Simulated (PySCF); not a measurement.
# C2H6S2: the cost of one run

Computed with PySCF 2.14.0, with density-fitted response routines of our own, on a single molecule in the gas phase. Atoms are numbered from 0 throughout.

## 1. Starting geometry

10 atoms, charge 0, multiplicity 1; geometry from: MMFF94s. The atoms were then displaced at random by about 0.03 Å, so the start is not that level's minimum.

Bonds of the start (Å): C0–S1 1.85, S1–S2 2.10, S2–C3 1.70, C0–H4 1.00, C0–H5 1.17, C0–H6 1.08, C3–H7 1.07, C3–H8 1.17, C3–H9 1.17.

## 2. Relaxing the molecule at PBE0-D3(BJ)/def2-SVP

Job settings and geometry (Å):

```
{"job": {"xc": "PBE0", "basis": "def2-SVP", "d3": "d3bj", "grid": 1, "shake": 0.03, "kind": "geom"}, "charge": 0, "multiplicity": 1}
C      1.892520    -0.122590    -0.205670
S      0.865590     0.236680     1.288170
S     -0.814340     1.263930     0.552380
C     -1.742310    -0.073690     0.052020
H      2.741760    -0.600650     0.005880
H      2.093940     0.914980    -0.698910
H      1.289230    -0.667660    -0.917500
H     -1.327320    -0.657930    -0.741880
H     -2.095900    -0.704240     0.971520
H     -2.778530     0.334430    -0.301590
```

Command:

```
$ OMP_NUM_THREADS=1 python probes_run.py task.json out
```

One launch serves the whole session: the jobs run in the order shown.

Q: Estimate the wall time and peak memory of this first job on 1 thread of Arm Neoverse V1, shared host.

About 14 s, with a peak of 0.37 GiB.
